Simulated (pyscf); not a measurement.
Single points on ωB97X-D3(BJ)/def2-SVP structures (PySCF, gas phase). MP2 and CC: frozen core, UHF for open shells. ΔMP2 is the change of the MP2 total energy from the triple- to the quadruple-zeta basis.

Q: For the elementary gas-phase step •H₂C–AlH₂ + methane (CH₄) → H₃C–AlH₂ + methyl (CH₃•) (doublet surface; C–H broken, C–H formed), what barrier and reaction energy does CCSD(T)/def2-TZVPP + ΔMP2(QZVPP) give, measured from the separated reactants?

A: ΔE‡ = 0.90 eV, ΔE = +0.36 eV. Zero-point energy shifts the barrier by -0.08 eV. It is a hydrogen abstraction, with an imaginary mode of 1660i cm⁻¹. On the product side the descent ends in a bound adduct, 0.37 eV under the separated species and 0.85 eV under the saddle at ωB97X-D3(BJ)/def2-TZVP. •H₂C–AlH₂ lies 0.63 eV over its isomer [H₃C–AlH]• (electronic energy, ωB97M-D3(BJ)/def2-TZVP). One saddle was located; it need not be the lowest between these sides. The angle at the transferred H is 174°. The CCSD(T) − MP2 part came from Ansatz, without density fitting, on the same reference.
